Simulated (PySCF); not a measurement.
[C3H2Cl]+: core ionisation energies

C3H2Cl (charge +1).
Cartesian coordinates in Å at the PBE0-D3(BJ)/def2-SVP level; atoms count from 1:
```
atom  x, y, z in Å
Cl1    1.4941   -1.6810    0.7765
C2     0.4553   -0.5118    0.3225
C3     0.2052    0.6833   -0.3082
C4    -0.8164    0.0081    0.2887
H5     0.5484    1.5540   -0.8742
H6    -1.8786   -0.0508    0.5430
```

Level of theory: PySCF, delta-SCF UKS SCAN, pcX-2 on the ionised atom, pcseg-1 elsewhere, spin-free X2C. Binding energies are ΔSCF values: E(core-ionised, relaxed orbitals) − E(ground state) at a fixed geometry, referred to the vacuum level.

Q: List the computed XPS lines with their assignment.

A: 
```csv
atom(s),bonded to,level,binding energy (eV),2p1/2 (eV),above the level's lowest (eV),count
Cl1,C,Cl 1s,2836.35,–,0.00,1
C2,Cl and 2 C (aromatic in the SMILES),C 1s,300.85,–,+1.30,1
C3/C4,2 C (aromatic in the SMILES) and H,C 1s,299.55,–,0.00,2
Cl1,C,Cl 2p3/2,213.70,215.35,0.00,1
```

Lowest listed C 1s: C3/C4, bonded to 2 C (aromatic in the SMILES) and H. Highest, 1.30 eV above it: C2, bonded to Cl and 2 C (aromatic in the SMILES). Summing the Pauling electronegativity differences to the bonded atoms, each weighted by its formal bond order, gives -0.35 for the lowest site and +0.61 for the highest.

Q: Which effective nuclear charge Zeff reproduces each element's mean 1s value in the hydrogen-like formula E = 13.606 eV × Zeff²?

A: C (Z = 6): mean 300.0 eV, Zeff = 4.70, Z − Zeff = 1.30; Cl (Z = 17): mean 2836.3 eV, Zeff = 14.44, Z − Zeff = 2.56. Means run over the listed sites, weighted by atom count.

Q: Express the binding energy of C 1s of C2 in atomic units and per mole.

A: 300.85 eV = 11.0560 Eh = 29028 kJ/mol.

The first atom of each set that the bonding makes equivalent was ionised and stands for the set. The 2p values aren't plain energy differences: one relaxed spin-free 2p hole is combined with a matrix within the shell (ground-state 2p orbital-energy differences and spin–orbit coupling). 2p3/2, the mean of its two sublevels, lies a third of the splitting below the shell's mean and 2p1/2 two thirds above it; the statistical areas are 2:1. 2p1/2 minus 2p3/2 (ligand field included): Cl 1.66 eV. The species carries charge +1, so core ionisation leaves charge +2. Isolated species at its PBE0-D3(BJ)/def2-SVP geometry, gas phase.
